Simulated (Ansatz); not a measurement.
# H2O− (doublet): from Hartree-Fock to the top rungs at angle H2–O1–H3 = 137.1°, aug-cc-pVDZ

How much of the correlation energy of H2O− (doublet) does each wave-function method recover here?

Computed with Ansatz 0.2.0, Gaussian basis. Level: aug-cc-pVDZ, core rule «outside noble gas», up to 1 orbitals frozen.

Plan: UHF; CCSD(T) on ROHF; CCSD(T) on UHF; BCCD(T) on ROHF; CISD; CCSDT(Q) on ROHF; CCSDT(Q) on UHF; CASSCF and MRCISD+Q, 3 electrons in 3 orbitals; CASSCF and NEVPT2, 3 electrons in 3 orbitals; CASSCF and MRCISD+Q, 9 electrons in 6 orbitals; CASSCF and NEVPT2, 9 electrons in 6 orbitals.

10 further runs of the same task are left out: 1 for a mislabelled method, 8 that didn't finish, 1 set aside as unsound or not needed.

### 1 The geometry

The geometry derives from a PBE0/def2-TZVPD stationary point (not a proven minimum). One angle is set to the value named; bond lengths are kept.

3 atoms, charge -1, spin multiplicity 2.

Atoms are counted from 1 here; the program's logs count them from 0.

Bond lengths: O1–H2 0.977 Å, O1–H3 0.977 Å. Angles: H2–O1–H3 137.1°.

### 2 UHF

Contents of in.yaml:

```yaml
crystal:
  periodic: [false, false, false]
  atoms:
    - {symbol: O, position_ang: [0.000000, -0.039990, 0.000000]}
    - {symbol: H, position_ang: [0.000000, 0.317391, 0.909592]}
    - {symbol: H, position_ang: [0.000000, 0.317391, -0.909592]}
basis:
  gaussian: {orbitals: aug-cc-pVDZ}
total_charge: -1
magnetization: {spin_polarized: true, initial_magnetization: 1}
hamiltonian: {xc: hf}
output: {orbitals: {seedname: orbitals}}
```

Run with:

```console
$ ansatz run in.yaml --threads 1 --pin off --events-out ev --progress --plain --max-ram 2393MiB
```

After this run come: CCSD(T) on ROHF; CCSD(T) on UHF; BCCD(T) on ROHF; CISD; CCSDT(Q) on ROHF; CCSDT(Q) on UHF; CASSCF and MRCISD+Q, 3 electrons in 3 orbitals; CASSCF and NEVPT2, 3 electrons in 3 orbitals; CASSCF and MRCISD+Q, 9 electrons in 6 orbitals; CASSCF and NEVPT2, 9 electrons in 6 orbitals.

**Question.** What will the summary of the whole plan be? Wanted: UCCSDT(Q) below the RHF energy; RMP2 from UCCSDT(Q); UMP2 from UCCSDT(Q); RCCSD from UCCSDT(Q); RCCSD(T) from UCCSDT(Q); UCCSD(T) from UCCSDT(Q); RCCSDT(Q) from UCCSDT(Q); NEVPT2 pair from UCCSDT(Q); MRCISD+Q pair from UCCSDT(Q).

**Answer**, as computed:

| quantity | value |
| --- | --- |
| UCCSDT(Q) below the RHF energy | -6.6118 eV |
| RMP2 from UCCSDT(Q) | +9.24 kcal/mol |
| UMP2 from UCCSDT(Q) | +9.19 kcal/mol |
| RCCSD from UCCSDT(Q) | +4.51 kcal/mol |
| RCCSD(T) from UCCSDT(Q) | +0.54 kcal/mol |
| UCCSD(T) from UCCSDT(Q) | +0.54 kcal/mol |
| RCCSDT(Q) from UCCSDT(Q) | +0.03 kcal/mol |
| NEVPT2 pair from UCCSDT(Q) | +10.54 kcal/mol |
| MRCISD+Q pair from UCCSDT(Q) | +2.34 kcal/mol |
| NEVPT2 valence from UCCSDT(Q) | +22.33 kcal/mol |
| levels within 1 kcal/mol (43 meV) | RCCSD(T), UCCSD(T), BCCD(T), RCCSDT, UCCSDT, RCCSDT(Q) |
| T1 diagnostic | 0.021 |
| effectively unpaired electrons | 1.00 |

**Reading.** RCCSD(T) lands +0.54 kcal/mol from the yardstick (0.4 % of the correlation energy). One determinant dominates. Of the multireference levels listed MRCISD+Q valence comes nearest in total energy (+1.67 kcal/mol), which doesn't show that its space is the better one. These misses are within one basis, not against nature; the frozen cores of restricted and unrestricted runs differ, which can shift their rows. The highest orbital lies above zero: the basis alone holds the extra electron.
